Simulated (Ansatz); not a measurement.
Job for Ansatz (a program for electronic structure): R-r2SCAN/def2-TZVPPD on C2H8O2 (a complex). Files ending in .json are basis or fitting sets from the Basis Set Exchange.

Ansatz 0.2 input:
```yaml
crystal:
  periodic: [false, false, false]
  atoms:
    - {symbol: O, position_ang: [-2.42380095, 0.35939068, -0.05717186]}
    - {symbol: H, position_ang: [-1.47956895, 0.33559368, -0.26130686]}
    - {symbol: C, position_ang: [-2.93973095, -0.92861532, -0.32251086]}
    - {symbol: H, position_ang: [-3.99761095, -0.91359232, -0.07381486]}
    - {symbol: H, position_ang: [-2.84427595, -1.20999832, -1.37396186]}
    - {symbol: H, position_ang: [-2.46250195, -1.70360032, 0.28274014]}
    - {symbol: O, position_ang: [2.38682405, 0.18307168, -0.44131486]}
    - {symbol: H, position_ang: [2.85561405, 0.79745668, -1.01098086]}
    - {symbol: C, position_ang: [2.89565805, 0.34009068, 0.88040214]}
    - {symbol: H, position_ang: [2.34208905, -0.34810532, 1.51053314]}
    - {symbol: H, position_ang: [3.95465405, 0.08965168, 0.93712614]}
    - {symbol: H, position_ang: [2.74321905, 1.35078468, 1.25829514]}
basis:
  gaussian:
    orbitals: def2-TZVPPD.json
hamiltonian:
  xc: {name: r2SCAN}
scf: {lower_state_search: off}
```

The head of its log:

```
WARN ansatz: RAYON_NUM_THREADS=1 ignored (pool sized by the plan → 1); use --threads N
Functional definition: r2SCAN
these checks for a lower state are left out or cut short: stability, starts, cluster_reference, orbital_swaps, neighbouring_geometries, increment
integrals: 0.16 GiB planned
1188 factors; their error is unknown
mean field: 1.31 GiB planned
mean field evaluation 1: about -6285.5530 eV, gradient 7.7e1 eV
mean field evaluation 2: about -6267.7981 eV, gradient 1.2e2 eV
```

Q: What total energy does the run end on?

A: -231.4159 hartree.
